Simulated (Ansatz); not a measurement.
Na3H3 (the lowest singlet isomer of a short search) was relaxed with PBE0-D4 (def2-TZVP, def2-TZVPD) in Ansatz in these states: charge -1 doublet, neutral quintet, neutral singlet, neutral triplet. The geometries follow in no particular order.

A:

Cartesian coordinates in Å:
```
Na 0.754 0.537 -0.792
Na 0.963 -0.719 1.981
Na -2.212 -0.172 -0.670
H 2.272 0.216 0.607
H -0.874 -0.624 0.918
H -0.903 0.763 -2.043
```

B:

```csv
atom,x (Å),y (Å),z (Å)
Na1,-0.025,0.504,1.900
Na2,1.697,-0.477,-0.867
Na3,-1.672,-0.026,-1.033
H4,1.818,0.029,1.122
H5,0.026,-0.556,-2.063
H6,-1.844,0.526,0.941
```

C:

Cartesian coordinates in Å:
```
Na 1.660 -0.739 -2.263
Na 0.823 -1.542 1.952
Na -2.188 1.528 1.140
H -1.243 -1.068 -0.693
H 0.581 0.697 0.229
H 0.367 1.125 -0.365
```

D:

```csv
atom,x (Å),y (Å),z (Å)
Na1,-2.424,0.810,1.265
Na2,1.621,0.405,1.503
Na3,0.145,1.228,-1.869
H4,-0.294,-1.778,0.108
H5,1.561,0.944,-0.450
H6,-0.608,-1.609,-0.557
```

Question: Judge from the bond lengths which geometry belongs to which state (an estimate).

Answer: A is the charge -1 doublet (Na1–Na3 3.052 Å, Na1–H4 2.089 Å, Na1–H6 2.088 Å); B is the neutral singlet (Na1–Na3 3.405 Å, Na1–H4 2.056 Å, Na1–H6 2.056 Å); C is the neutral quintet (Na1–Na3 5.615 Å, Na1–H4 3.316 Å, Na1–H6 2.958 Å); D is the neutral triplet (Na1–Na3 4.074 Å, Na1–H4 3.546 Å, Na1–H6 3.531 Å).

At PBE0-D4/def2-TZVPD the highest occupied level of the relaxed charge -1 doublet lies above zero (up to 0.57 eV). Energy differences put its binding near zero (0.05 eV; each at its own geometry, to the charge 0 singlet, at PBE0-D4/def2-TZVPD), which leaves it undecided. At PBE0-D4/def2-TZVP a singlet lies 3.64 eV below the neutral quintet. At PBE0-D4/def2-TZVP a singlet lies 1.26 eV below the neutral triplet. In the quintet, H5 and H6 lie 0.76 Å apart (atoms count from 1), so H2 has formed as a molecule. In the triplet, H4 and H6 lie 0.75 Å apart (atoms count from 1), so H2 has formed as a molecule. These are the stationary points nearest to one start from a short search; other shapes may lie lower in each state. The neutral quintet has come apart into loosely held pieces. The neutral triplet has come apart into loosely held pieces.
